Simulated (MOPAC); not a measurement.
MOPAC input (AM1):

```
AM1 1SCF UHF MS=0.5 GEO-OK AUX(PRECISION=9) THREADS=1
C4H5

C    -0.01045730 1    1.16494198 1    0.28083334 1
C     0.00335542 1   -1.08563455 1    0.35835550 1
C     0.78119601 1    0.05343446 1   -0.22140404 1
C    -0.77709543 1    0.04331744 1   -0.23746258 1
H    -0.01266110 1    2.16400671 1   -0.13473259 1
H    -0.00706515 1   -1.19627589 1    1.43925234 1
H     0.01509168 1   -2.02148969 1   -0.19091273 1
H     1.43058472 1    0.00791586 1   -1.08314434 1
H    -1.40794231 1   -0.01051293 1   -1.11239601 1
```

Output:

```
 *******************************************************************************
 **                                                                           **
 **                              MOPAC v23.2.5                                **
 **                                                                           **
 *******************************************************************************
 ** MOPAC's Digital Object Identifier: https://doi.org/10.5281/zenodo.6511958 **
 **                                                                           **
 ** Please cite the open-source release paper for use of this MOPAC version:  **
 ** J. E. Moussa and J. J. P. Stewart (2026)                                  **
 ** MOPAC: An open-source semiempirical molecular orbital program             **
 ** J. Open Source Softw., 11(119), 8025, https://doi.org/10.21105/joss.08025 **
 *******************************************************************************

                              AM1 CALCULATION RESULTS

 *******************************************************************************
 *  AM1        - The AM1 Hamiltonian to be used
 *  GEO-OK     - OVERRIDE INTERATOMIC DISTANCE AND OTHER SAFETY CHECKS
 *  UHF        - UNRESTRICTED HARTREE-FOCK CALCULATION
 *  MS=        - IN MECI, MAGNETIC COMPONENT OF SPIN =  0.5
 *  1SCF       - DO 1 SCF AND THEN STOP
 *  AUX        - OUTPUT AUXILIARY INFORMATION
 *******************************************************************************
AM1 1SCF UHF MS=0.5 GEO-OK AUX(PRECISION=9) THREADS=1
 C4H5

   ATOM   CHEMICAL          X               Y               Z
  NUMBER   SYMBOL      (ANGSTROMS)     (ANGSTROMS)     (ANGSTROMS)

     1       C         -0.01045730  *   1.16494198  *   0.28083334  *
     2       C          0.00335542  *  -1.08563455  *   0.35835550  *
     3       C          0.78119601  *   0.05343446  *  -0.22140404  *
     4       C         -0.77709543  *   0.04331744  *  -0.23746258  *
     5       H         -0.01266110  *   2.16400671  *  -0.13473259  *
     6       H         -0.00706515  *  -1.19627589  *   1.43925234  *
     7       H          0.01509168  *  -2.02148969  *  -0.19091273  *
     8       H          1.43058472  *   0.00791586  *  -1.08314434  *
     9       H         -1.40794231  *  -0.01051293  *  -1.11239601  *

          CARTESIAN COORDINATES

    NO.       ATOM           X           Y           Z

     1         C         -0.0105      1.1649      0.2808
     2         C          0.0034     -1.0856      0.3584
     3         C          0.7812      0.0534     -0.2214
     4         C         -0.7771      0.0433     -0.2375
     5         H         -0.0127      2.1640     -0.1347
     6         H         -0.0071     -1.1963      1.4393
     7         H          0.0151     -2.0215     -0.1909
     8         H          1.4306      0.0079     -1.0831
     9         H         -1.4079     -0.0105     -1.1124

  H: (AM1): M.J.S. DEWAR ET AL, J. AM. CHEM. SOC. 107 3902-3909 (1985)
  C: (AM1): M.J.S. DEWAR ET AL, J. AM. CHEM. SOC. 107 3902-3909 (1985)

           Empirical Formula: C4 H5  =     9 atoms

      MOLECULAR POINT GROUP   :   Cs

          UHF CALCULATION, NO. OF ALPHA ELECTRONS =   11
                           NO. OF BETA  ELECTRONS =   10

 -------------------------------------------------------------------------------
 AM1 1SCF UHF MS=0.5 GEO-OK AUX(PRECISION=9) THREADS=1
 C4H5

     1SCF WAS SPECIFIED, SO BFGS WAS NOT USED
     SCF FIELD WAS ACHIEVED

                              AM1 CALCULATION
                                                       MOPAC v23.2.5 Linux

          FINAL HEAT OF FORMATION =        128.29870 KCAL/MOL =     536.80177 KJ/MOL

          COSMO AREA              =         96.55 SQUARE ANGSTROMS
          COSMO VOLUME            =         81.19 CUBIC ANGSTROMS

          IONIZATION POTENTIAL    =          8.800285 EV
          ALPHA SOMO LUMO (EV)    =         -8.800  1.305
          BETA  SOMO LUMO (EV)    =        -10.557  0.886
          NO. OF ALPHA ELECTRONS  =         11
          NO. OF BETA  ELECTRONS  =         10
          MOLECULAR WEIGHT        =         53.0835         POINT GROUP:  Cs

          MOLECULAR DIMENSIONS (Angstroms)

            Atom       Atom       Distance
            H     7    H     5     4.18597
            H     6    H     9     2.92100
            H     8    H     6     2.48107

          SCF CALCULATIONS        =          1

   ATOM   CHEMICAL          X               Y               Z
  NUMBER   SYMBOL      (ANGSTROMS)     (ANGSTROMS)     (ANGSTROMS)

     1       C         -0.01045730  *   1.16494198  *   0.28083334  *
     2       C          0.00335542  *  -1.08563455  *   0.35835550  *
     3       C          0.78119601  *   0.05343446  *  -0.22140404  *
     4       C         -0.77709543  *   0.04331744  *  -0.23746258  *
     5       H         -0.01266110  *   2.16400671  *  -0.13473259  *
     6       H         -0.00706515  *  -1.19627589  *   1.43925234  *
     7       H          0.01509168  *  -2.02148969  *  -0.19091273  *
     8       H          1.43058472  *   0.00791586  *  -1.08314434  *
     9       H         -1.40794231  *  -0.01051293  *  -1.11239601  *

                             CARTESIAN COORDINATES

   1    C       -0.010457300     1.164941980     0.280833340
   2    C        0.003355420    -1.085634550     0.358355500
   3    C        0.781196010     0.053434460    -0.221404040
   4    C       -0.777095430     0.043317440    -0.237462580
   5    H       -0.012661100     2.164006710    -0.134732590
   6    H       -0.007065150    -1.196275890     1.439252340
   7    H        0.015091680    -2.021489690    -0.190912730
   8    H        1.430584720     0.007915860    -1.083144340
   9    H       -1.407942310    -0.010512930    -1.112396010

           Empirical Formula: C4 H5  =     9 atoms

      MOLECULAR POINT GROUP   :   Cs

          ALPHA EIGENVALUES
 -41.56182 -27.58951 -22.73437 -20.68817 -17.46395 -14.40343 -13.40268 -12.83569
 -12.34274 -11.79767  -8.80028   1.30493   3.21105   3.22079   3.52715   3.80750
   4.04646   4.51633   4.60569   4.68784   5.12429

           BETA EIGENVALUES
 -41.28003 -27.08803 -22.61456 -19.99257 -17.30270 -14.32215 -13.17501 -12.62542
 -12.22256 -10.55678   0.88570   1.53340   3.23667   3.46958   3.97194   4.05292
   4.19500   4.54400   4.69990   4.93257   5.38675

              NET ATOMIC CHARGES AND DIPOLE CONTRIBUTIONS

  ATOM NO.   TYPE          CHARGE      No. of ELECS.   s-Pop       p-Pop
    1          C          -0.124146        4.1241     1.31223     2.81192
    2          C          -0.102352        4.1024     1.21354     2.88881
    3          C          -0.227426        4.2274     1.25132     2.97611
    4          C          -0.227426        4.2274     1.25132     2.97611
    5          H           0.149862        0.8501     0.85014
    6          H           0.121562        0.8784     0.87844
    7          H           0.108479        0.8915     0.89152
    8          H           0.150724        0.8493     0.84928
    9          H           0.150724        0.8493     0.84928
 DIPOLE           X         Y         Z       TOTAL
 POINT-CHG.     0.011    -0.463    -0.788     0.914
 HYBRID         0.010    -0.082    -0.954     0.958
 SUM            0.021    -0.545    -1.742     1.826

          ATOMIC ORBITAL ELECTRON POPULATIONS

     Atom    s        px        py        pz
    1  C   1.31223   0.89839   0.92185   0.99168
    2  C   1.21354   0.94324   0.92281   1.02276
    3  C   1.25132   0.91816   0.97307   1.08488
    4  C   1.25132   0.91984   0.97318   1.08309
    5  H   0.85014
    6  H   0.87844
    7  H   0.89152
    8  H   0.84928
    9  H   0.84928

                    (SZ)    =    0.500000
                    (S**2)  =    0.756146

          ATOMIC ORBITAL SPIN POPULATIONS

    Atom   Total    s     px     py     pz
         Atomic
    1  C  0.9247  0.115  0.046  0.034  0.730
    2  C  0.0090  0.005 -0.006  0.008  0.002
    3  C  0.0317 -0.002  0.026 -0.019  0.027
    4  C  0.0317 -0.002  0.027 -0.020  0.026
    5  H -0.0105 -0.011
    6  H  0.0047  0.005
    7  H -0.0036 -0.004
    8  H  0.0062  0.006
    9  H  0.0062  0.006

 **********************
 *                    *
 * JOB ENDED NORMALLY *
 *                    *
 **********************

 == MOPAC DONE ==
```
